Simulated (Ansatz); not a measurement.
[Br···H···NH], triplet: the ladder up to UCCSDT(Q)

Geometry: a point of a hydrogen-transfer path between rigid fragments, not a stationary point.

```xyz
4

Br   -1.8444    0.2511    0.0000
H    -0.4238    0.2511    0.0000
N     0.9996    0.2511    0.0000
H     1.2687   -0.7532    0.0000
```

Basis cc-pVTZ; Ansatz 0.2.0. Only valence electrons are correlated (noble-gas cores and the filled d shells of p-block atoms frozen), which leaves 14 electrons in 86 orbitals. Prefix R: restricted or restricted open-shell reference; prefix U: unrestricted. Active spaces: pair = (4e, 4o) about the gap; valence = (14e, 10o) chosen from the atoms' valence shells. No spin–orbit coupling is included, and no scalar relativity.

Full CI isn't at hand for all of this; UCCSDT(Q) serves as the reference, and is uncertain by about the last step of the cluster series. The frozen core follows each run's orbitals, which can shift R against U totals by a few meV for light atoms and by up to 0.1 eV past Ca.

The UHF ⟨S²⟩ is 2.026. The T1 diagnostic (RCCSD) is 0.0238. The largest doubles amplitude (RCCSD) is 0.037 and the T1 diagnostic (UCCSD) is 0.0152.

```
   level  E − E(UCCSDT(Q)) (kJ/mol)  share of correlation (%)    wall time
     UHF                      982.2                      2.48            –
    UMP2                      130.5                     87.04            –
   UCCSD                       36.4                     96.38            –
UCCSD(T)                        4.2                     99.59  14 s (H100)
  UCCSDT                        1.3                     99.87            –
```

The correlation energy at UCCSDT(Q), counted from RHF, is -10.438 eV. That run took 40 s on 2 threads of AMD EPYC 7R13 with a shared H100 80 GB, shared host.

Run but not shown, since their state or frozen core can't be matched to the reference's or they repeat it: RHF, RMP2, RCCSD, RCCSD(T), BCCD(T), RCCSDT, RCCSDT(Q), CASSCF (pair space), NEVPT2 (pair space), CASSCF (valence space), NEVPT2 (valence space).

Times hold each run's SCF and search for its determinant on a shared host, so for small cases they say little of a method's own cost.

Natural occupations of CASSCF (valence space) about the gap: 1.993 1.975 1.973 1.002 1.000 0.030 0.028; effectively unpaired electrons, Σ n²(2−n)², 2.01.
